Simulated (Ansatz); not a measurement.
A CCSD(T) single point on C$_{5}$H$_{8}$O (`C=CCOC=C`).

```yaml
crystal:
  periodic: [false, false, false]
  atoms:
    - {symbol: C, position_ang: [-2.139392, -1.687219, 0.122456]}
    - {symbol: C, position_ang: [-0.824119, -1.538901, 0.138131]}
    - {symbol: C, position_ang: [-0.140587, -0.224851, 0.268258]}
    - {symbol: O, position_ang: [0.825456, -0.115858, -0.761317]}
    - {symbol: C, position_ang: [1.566948, 1.005204, -0.769840]}
    - {symbol: C, position_ang: [1.503354, 2.038964, 0.064432]}
    - {symbol: H, position_ang: [-2.599136, -2.666546, 0.063330]}
    - {symbol: H, position_ang: [-2.806169, -0.831985, 0.172835]}
    - {symbol: H, position_ang: [-0.171215, -2.405799, 0.076470]}
    - {symbol: H, position_ang: [0.367201, -0.149988, 1.240783]}
    - {symbol: H, position_ang: [-0.859893, 0.600345, 0.200257]}
    - {symbol: H, position_ang: [2.275352, 0.977725, -1.591083]}
    - {symbol: H, position_ang: [0.808608, 2.101691, 0.890455]}
    - {symbol: H, position_ang: [2.180592, 2.867821, -0.086268]}
basis:
  gaussian: {orbitals: def2-SVP}
correlation: {method: ccsd_t}
```

```sh
$ ansatz run in.yaml --threads 4 --pin off --events-out ev --progress --plain --max-ram 10444MiB
```

Output of Ansatz, abridged:

```
Functional definition: HF
1272 factors; integrals over basis functions are off by at most 1.6e-3 eV
mean field evaluation 1: about -7305.7050 eV, gradient 3.3e1 eV
mean field evaluation 2: about -7305.7166 eV, gradient 3.3e1 eV
mean field evaluation 4: about -7308.9151 eV, gradient 3.6e0 eV
mean field evaluation 8: about -7308.9545 eV, gradient 2.5e-4 eV
mean field -7308.95445587 eV, -268.5991220658 hartree, gradient 1.5e-6 eV, S^2 0.000000; 0 other end points of the search recorded, 0 dependent functions left out
6 core orbitals not correlated: weight in the atoms' cores, before any rotation towards them, 1.000 or more for the frozen orbitals, at most 0.000 for the correlated occupied ones
reference -7308.95445587 eV, -268.5991220658 hartree; 17, 17 occupied and 101, 101 virtual orbitals, 1272 factors
second order -23.20079049 eV of doubles, -0.00000000 eV of singles
cycle   1  -24.03242408 eV  change   -8.3e-1 eV  update   1.1e-1
cycle   2  -24.67595953 eV  change   -6.4e-1 eV  update   3.6e-2
cycle   3  -24.84458579 eV  change   -1.7e-1 eV  update   1.9e-2
cycle   4  -24.84508153 eV  change   -5.0e-4 eV  update   4.9e-3
cycle   5  -24.84472685 eV  change    3.5e-4 eV  update   1.8e-3
cycle   6  -24.84505703 eV  change   -3.3e-4 eV  update   4.2e-4
cycle   7  -24.84486543 eV  change    1.9e-4 eV  update   1.5e-4
cycle   8  -24.84484265 eV  change    2.3e-5 eV  update   5.1e-5
cycle   9  -24.84483998 eV  change    2.7e-6 eV  update   2.4e-5
perturbative correction -0.84115423 eV, -0.0309118479 hartree
Total energy: -7334.64045008 eV, -269.5430649427 hartree
```

Run time 7 s (4 threads of an INTEL XEON PLATINUM 8581C on a shared host); peak host memory 0.85 GiB.

Correlation energy per correlated electron: -0.755 eV. T1 diagnostic: 0.0120.
